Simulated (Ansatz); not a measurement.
# Al2H: the cost of one run

Method: def2-QZVPP, all electrons in the functionals; program: Ansatz 0.2.0, Gaussian basis.

The runs, in order: PBE, BLYP, r2SCAN, B97M-V, PBE0, B3LYP, at charge 0, quartet; charge 0, doublet; charge 0, sextet; charge 1, triplet; charge 1, quintet.

### 1 The geometry

The geometry is a PBE0/def2-TZVP stationary point (not a proven minimum).

3 atoms, charge 0, spin multiplicity 4.

Atoms are counted from 1 here; the program's logs count them from 0.

Bond lengths: Al1–Al2 2.360 Å, Al1–H3 1.583 Å. Angles: Al2–Al1–H3 180.0°.

Geometry (Å):

```xyz
3
Al2H
Al    0.0000    0.0000    0.2591
Al    0.0000    0.0000   -2.1014
H     0.0000    0.0000    1.8423
```

No dispersion term is added; B97M-V holds VV10 nonlocal correlation. B3LYP takes the VWN-RPA correlation.

The geometry shown and the zero of energy belong to the point charge 0, quartet. The yardstick, UCCSD(T), and other wave-function levels (R restricted, U unrestricted, valence and pair active spaces) come from earlier runs.

### 2 PBE, charge 0, quartet

Input file in.yaml:

```yaml
crystal:
  periodic: [false, false, false]
  atoms:
    - {symbol: Al, position_ang: [0.000000, 0.000000, 0.259056]}
    - {symbol: Al, position_ang: [0.000000, 0.000000, -2.101360]}
    - {symbol: H, position_ang: [0.000000, 0.000000, 1.842303]}
basis:
  gaussian: {orbitals: "def2-QZVPP.json"}
magnetization: {spin_polarized: true, initial_magnetization: 3}
hamiltonian: {xc: {name: PBE}}
output: {orbitals: {seedname: orbitals}}
```

The run is started by

```sh
$ ansatz run in.yaml --threads 1 --pin off --events-out ev --progress --plain --max-ram 2393MiB
```

**Question.** How long does this run take on 1 thread of Arm Neoverse V1, shared host?

About 4 s.
